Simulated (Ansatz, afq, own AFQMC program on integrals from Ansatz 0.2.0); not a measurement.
Two steps: Ansatz 0.2.0 writes the Fock matrix and Cholesky factors of the valence space, and afq projects on them the lowest state that overlaps trial and start.

```yaml
crystal:
  periodic: [false, false, false]
  atoms:
    - {symbol: Si, position_ang: [0.000000, 0.000000, 0.489694]}
    - {symbol: O, position_ang: [0.000000, 0.000000, -1.026105]}
    - {symbol: H, position_ang: [0.000000, 1.230909, 1.321383]}
    - {symbol: H, position_ang: [0.000000, -1.230909, 1.321383]}
basis:
  gaussian: {orbitals: cc-pVDZ}
magnetization: {spin_polarized: false}
correlation: {method: ccsd_t, electrons: outside_noble_gas, hamiltonian_folder: ham}
```

```sh
$ ansatz run in.yaml --threads 1 --pin off --events-out ev --progress --plain --max-ram 1843MiB
```

Options of the walk:

```
--method phaseless --trial hf --walkers 120 --populations 1 --least-time 40 --time-step 0.005 --steps-per-block 20 --equilibration-blocks 112 --max-blocks 600 --target-error 0.00126 --factor-cut 1e-05 --seed 1882 --taylor-order 6
```

Times are imaginary, in 1/Eh. The walk had a cap of 513 s.

Log:

```
orbitals 36  electrons 6 6  factors 269 of 397
reference energy -364.92590611 Eh
CCSD correlation -0.30450190 Eh in 12 cycles, weight of the determinant in the CISD state 0.8783
energy of the start -364.925906 Eh
 block  time / (1/Eh)  mean weight  energy / Eh
     1     0.100  1.0003  -365.005358
     2     0.200  0.9992  -365.049144
     3     0.300  1.0022  -365.100683
     4     0.400  1.0028  -365.143297
     5     0.500  1.0015  -365.158793
    10     1.000  1.0002  -365.210444
    86     8.600  1.0016  -365.259560
   171    17.100  1.0005  -365.242700
   256    25.600  1.0006  -365.203065
   341    34.100  0.9986  -365.223264
   409    40.900  0.9998  -365.186801
   426    42.600  1.0003  -365.241368
   511    51.100  0.9994  -365.246561
   596    59.600  1.0004  -365.232659
   681    68.100  1.0007  -365.295069
   698    69.800  0.9986  -365.222995
blocks merged  error / Eh  count
     1  0.001267  600
     2  0.001661  300
     4  0.002114  150
     8  0.002600  75
    16  0.003277  37
    32  0.003618  18
    64  0.003626  9
energy -365.241168 +/- 0.003618 Eh
(rows thinned)
```

The run passed its tests (sampling time, drift between the halves within three errors, error under three times the target), which doesn't prove that it has relaxed.

Against this walk (error 98.5 meV) on the same determinant: CCSD(T) 28.0 meV higher (within the noise), CCSDT(Q) 28.6 meV lower (within the noise), a separate phaseless walk with a CISD trial and standard settings 24.8 ± 100.3 meV lower (within the noise). The error is statistical and leaves out the bias of the constraint.

Cautions: constraint bias not in the error; error above the target (98.5 against 34.3 meV); raised T1 diagnostic (T1 0.025, weight of the determinant 0.88, largest double 0.09); the bias of populations of 120 walkers isn't removed.

The walk took 2.4 min on 1 thread of Intel(R) Xeon(R) 6975P-C (Granite Rapids), with other jobs on the host. The log's last line is the phaseless energy.

CCSDT and higher add their correlation energy to the determinant of the CCSD(T) run, since their own runs factorise the integrals more tightly (a shift of under 2 meV). A walk keeps the symmetry of its determinant, which the program's search chose and which needn't be the lowest solution, so a lower state of the same spin and another symmetry isn't excluded.
